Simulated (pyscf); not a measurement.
## Routes from O=B–OH (SMILES O=BO) + HCl (SMILES Cl)

Candidate steps break at most two bonds and form at most two. Each was searched with GFN2-xTB (tblite) first. Single points on ωB97X-D3(BJ)/def2-SVP structures (PySCF, gas phase). Correlated levels are frozen-core, on RHF or UHF. ΔMP2 is the change of the MP2 total energy from the triple- to the quadruple-zeta basis. Energies: CCSD(T)/def2-TZVPP + ΔMP2(QZVPP), kJ/mol, from the separated reactants, singlet surface; ΔG‡ with ideal gas, 1 atm, RRHO with modes under 100 cm⁻¹ raised to 100, one conformer, R ln 2 for chiral ones without a mode under 150 cm⁻¹.

| products | type | ΔE‡ | ΔE | ΔG‡ 298 K | ΔG‡ 900 K | ν‡ (cm⁻¹) |
|---|---|---|---|---|---|---|
| HO–B(OH)–Cl | addition across a multiple bond or ene-type step | 40.0 | -185.4 | 74.9 | 154.8 | 1310i |
| H₂O + O=B–Cl | four-centre exchange | 115.9 | +24.2 | 152.9 | 234.0 | 1211i |

Row 1: On the reactant side the descent ends in a complex, 27.4 kJ/mol under the separated species and 55.3 kJ/mol under the saddle at ωB97X-D3(BJ)/def2-TZVP. Row 2: On the product side the descent ends in an adduct with a B–O contact, 20.3 kJ/mol under the separated species and 99.7 kJ/mol under the saddle at ωB97X-D3(BJ)/def2-TZVP. 

Plain bond fissions and candidates not yet searched are not listed, and one of them may be faster. Each barrier is that of the saddle found; lower ones may exist. The CCSD(T) − MP2 part came from Ansatz, without density fitting, on the same reference.
